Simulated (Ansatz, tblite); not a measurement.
# Si(SH)H3 (SiH4S): removing an electron

The task here is to estimate one member of a computed series from the others.

Computed with Ansatz 0.2.0, Gaussian basis. Level: as each input shows.

Plan: charge +1 doublet, at the geometry of the singlet (PBE0-D4/def2-TZVP, PBE-D4/def2-TZVP, r2SCAN-D4/def2-TZVP, revPBE-D4/def2-TZVP, HF/def2-TZVP, r2SCANh-D4/def2-TZVP, ωB97X-V/def2-TZVP, B3LYP-D4/def2-TZVP, LC-ωPBE(0.10)/def2-TZVP, LC-ωPBE(0.15)/def2-TZVP, LC-ωPBE(0.20)/def2-TZVP, LC-ωPBE(0.30)/def2-TZVP, CCSD(T)/def2-TZVPP); the starting singlet's energies come from earlier runs.

**The structure**

The geometry is that of the singlet, from an earlier relaxation (PBE-D4/def2-TZVP).

6 atoms, charge 0, spin multiplicity 1.

Atoms are counted from 1 here; the program's logs count them from 0.

Bond lengths: Si1–S2 2.150 Å, Si1–H4 1.491 Å, Si1–H5 1.495 Å, Si1–H6 1.495 Å, S2–H3 1.355 Å. Angles: S2–Si1–H4 104.4°, S2–Si1–H5 111.8°, S2–Si1–H6 111.9°, H4–Si1–H5 110.0°, H4–Si1–H6 109.9°, H5–Si1–H6 108.7°, Si1–S2–H3 94.3°.

As a file:

```mol
H4SSi
  3D, bonds by distance, orders not assigned

  6  5  0  0  0  0  0  0  0  0999 V2000
    0.1869   -0.0121   -0.4944 Si  0  0
    0.2786    0.0319    1.6530 S   0  0
   -1.0666    0.0462    1.8112 H   0  0
    1.6142   -0.0249   -0.9265 H   0  0
   -0.5037    1.1946   -1.0448 H   0  0
   -0.5095   -1.2358   -0.9984 H   0  0
  1  2  8  0
  1  4  8  0
  1  5  8  0
  1  6  8  0
  2  3  8  0
M  END
```

The first run:

Contents of in.yaml:

```yaml
crystal:
  periodic: [false, false, false]
  atoms:
    - {symbol: Si, position_ang: [0.186901, -0.012098, -0.494400]}
    - {symbol: S, position_ang: [0.278647, 0.031930, 1.653015]}
    - {symbol: H, position_ang: [-1.066577, 0.046172, 1.811158]}
    - {symbol: H, position_ang: [1.614215, -0.024874, -0.926527]}
    - {symbol: H, position_ang: [-0.503719, 1.194635, -1.044811]}
    - {symbol: H, position_ang: [-0.509467, -1.235765, -0.998435]}
basis:
  gaussian: {orbitals: def2-TZVP}
total_charge: 1
magnetization: {spin_polarized: true, initial_magnetization: 1}
hamiltonian: {xc: pbe0, dispersion: d4}
output: {orbitals: {seedname: orbitals}}
```

The run is started by

```
ansatz run in.yaml --threads 2 --pin off --events-out ev --progress --plain --max-ram 4352MiB
```

Among the steps run: Charge +1 doublet at the fixed geometry, PBE0-D4/def2-TZVP; Charge +1 doublet at the fixed geometry, PBE-D4/def2-TZVP; Charge +1 doublet at the fixed geometry, r2SCAN-D4/def2-TZVP; Charge +1 doublet at the fixed geometry, revPBE-D4/def2-TZVP; Charge +1 doublet at the fixed geometry, HF/def2-TZVP; Charge +1 doublet at the fixed geometry, r2SCANh-D4/def2-TZVP; Charge +1 doublet at the fixed geometry, ωB97X-V/def2-TZVP; Charge +1 doublet at the fixed geometry, B3LYP-D4/def2-TZVP; Charge +1 doublet at the fixed geometry, LC-ωPBE(0.10)/def2-TZVP; Charge +1 doublet at the fixed geometry, LC-ωPBE(0.15)/def2-TZVP; Charge +1 doublet at the fixed geometry, LC-ωPBE(0.20)/def2-TZVP; Charge +1 doublet at the fixed geometry, LC-ωPBE(0.30)/def2-TZVP; Charge +1 doublet at the fixed geometry, CCSD(T)/def2-TZVPP.

One table of the session follows, with a row left open; its other results are not shown here.

It belongs to the step «Vertical ionisation energy». Beside −ε(HOMO) of the starting state:

```
               level  −ε(HOMO) (eV)  by difference (eV)  mismatch (eV)
    PBE-D4/def2-TZVP           6.28                9.71          -3.43
 revPBE-D4/def2-TZVP              ?                   ?              ?
 r2SCAN-D4/def2-TZVP           6.57                9.78          -3.21
r2SCANh-D4/def2-TZVP           7.02                9.81          -2.79
  B3LYP-D4/def2-TZVP           7.26                9.88          -2.63
   PBE0-D4/def2-TZVP           7.51                9.84          -2.33
   ωB97X-V/def2-TZVP           9.87                9.96          -0.09
```

Estimate the missing values for revPBE-D4/def2-TZVP.

As computed: −ε(HOMO) (eV): 6.24; by difference (eV): 9.72; mismatch (eV): -3.47. In the column «−ε(HOMO) (eV)» it is the lowest.
